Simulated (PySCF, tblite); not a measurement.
# C₃H₆ClO radical: geometry, infrared bands and EPR parameters

What infrared bands and EPR parameters should C₃H₆ClO radical (`C[C](Cl)CO`) show?

Computed with tblite 0.8.0 and PySCF 2.14.0, with density-fitted response routines of our own, on a single molecule in the gas phase. Atoms are numbered from 0 throughout.

**1. The molecule as given**

11 atoms, charge 0, multiplicity 2; geometry from: force field or distance geometry start.

Bonds of the start (Å): C0–C1 1.50, C1–Cl2 1.73, C1–C3 1.48, C3–O4 1.43, C0–H5 1.08, C0–H6 1.10, C0–H7 1.09, C3–H8 1.09, C3–H9 1.08, O4–H10 0.97.

**2. Optimising the geometry with GFN2-xTB**

What the job is given:

```
{"job": {"kind": "relax", "xc": "GFN2-xTB", "basis": "xTB"}, "charge": 0, "multiplicity": 2}
C      1.452800    -0.128800    -0.184600
C      0.194100     0.409100     0.418800
Cl     0.158400     0.576100     2.140200
C     -1.090800     0.394900    -0.318700
O     -1.561900    -0.950500    -0.401800
H      2.322900     0.138800     0.402500
H      1.582200     0.290000    -1.191800
H      1.404900    -1.211700    -0.258000
H     -1.850800     0.990000     0.185900
H     -0.962500     0.780700    -1.317800
H     -1.643900    -1.286000     0.499400
```

The run is started by

```
$ OMP_NUM_THREADS=1 python probes_run.py task.json out
```

This one command runs all jobs of the session in turn.

**Question.** This job is followed by: GFN2-xTB harmonic vibrations, gas phase; UKS B3LYP, pcH-1 on C Cl H O, non-relativistic, mean-field spin-orbit, GIAO. Predict these results of the whole session: strongest single infrared mode (GFN2-xTB); zero-point energy (GFN2-xTB); g(iso) (B3LYP); ⟨S²⟩; largest a(iso) (averaged by class); potential on the surface of density 0.002 e/bohr³, 1st and 99th percentile.

**Answer**, as computed:

| quantity | value |
| --- | --- |
| strongest single infrared mode (GFN2-xTB) | 382 cm⁻¹, 108 km/mol |
| zero-point energy (GFN2-xTB) | 52.1 kcal/mol |
| g(iso) (B3LYP) | 2.00553 |
| ⟨S²⟩ | 0.754 (exact 0.75) |
| largest a(iso) (averaged by class) | 13C on C1, 144.0 MHz |
| potential on the surface of density 0.002 e/bohr³, 1st and 99th percentile | -1.52 V and 1.87 V |

What this shows: Relaxing lowered the energy by 0.052 eV in 50 steps; the close pair that moved most is C0–C1, from 1.496 to 1.481 Å. All 27 modes are real, so the xTB geometry is a minimum. The strongest single mode, at 382 cm⁻¹, moves mainly H10. GFN2-xTB is a fitted tight-binding method: band positions and strengths are rough. Its intensities can rank the bands wrongly. Most of the unpaired spin sits on C1 (0.89 e). The isotropic g lies 3.2 ppt above the free-electron value. These values are for one conformer; the search (at its own cheap level) found 2 more, at 0.10, 0.46 kcal/mol, and measured spectra average over such forms.
